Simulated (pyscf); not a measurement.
**Concerted two-bond exchange: `[PH]=[GaH]` + `[H][H]` → `[PH2][Ga]` [singlet] + `[H][H]`**

Gas phase, singlet surface, charge 0. Bonds broken: Ga2–H4, H5–H6. Bonds formed: P1–H5, H4–H6. Structures and frequencies: ωB97X-D3(BJ)/def2-SVP in PySCF.

Transition state (Å):

```xyz
6

P      0.7834     1.8470     0.1177
Ga     1.1574    -0.0314    -1.1887
H      0.3706     1.3842     1.4022
H      0.3709    -1.4539    -0.6383
H     -0.3598     0.2444     0.2269
H     -0.2462    -0.7071     0.1415
```

One imaginary mode, 1534i cm⁻¹; descent along it reached the two sides named.

```
bond    change  reactant side (Å)  saddle  product side
------  ------  -----------------  ------  ------------
Ga2–H4  breaks              1.550   1.716           3.2
H5–H6   breaks              0.762   0.962           2.9
P1–H5    forms                3.6   1.972         1.450
H4–H6    forms                2.8   1.244         0.761
```

Electronic energies relative to the separated reactants (eV):

| level | barrier | reaction energy | reverse barrier |
|---|---|---|---|
| ωB97X-D3(BJ)/def2-TZVP | 2.40 | -0.72 | 3.12 |
| PBE/def2-TZVP | 1.74 | -0.61 | 2.35 |
| r²SCAN/def2-TZVP | 1.97 | -0.51 | 2.48 |
| B3LYP-D3(BJ)/def2-TZVP | 2.02 | -0.78 | 2.80 |
| PBE0-D3(BJ)/def2-TZVP | 1.99 | -0.65 | 2.64 |
| M06-2X/def2-TZVP | 2.30 | -0.69 | 2.99 |
| ωB97M-D3(BJ)/def2-TZVP | 2.25 | -0.76 | 3.02 |
| HF/def2-TZVP | 3.22 | -0.88 | 4.10 |

With ωB97M-D3(BJ)/def2-TZVP energies and thermal terms (ideal gas, 1 atm, RRHO with modes under 100 cm⁻¹ raised to 100, one conformer, R ln 2 for chiral ones without a mode under 150 cm⁻¹), in eV:

```tsv
T (K)	ΔH‡	ΔG‡	ΔH	ΔG
298	2.26	2.59	-0.72	-0.74
600	2.21	2.96	-0.73	-0.75
900	2.21	3.33	-0.73	-0.77
1200	2.22	3.70	-0.74	-0.78
```

The same reactants have a lower exit, to H₂P–GaH₂ (barrier +1.14 eV at ωB97M-D3(BJ)/def2-TZVP, against +2.25 eV here). One saddle was located; it need not be the lowest between these sides. Elements up to Kr have no core potential and no relativistic terms here.
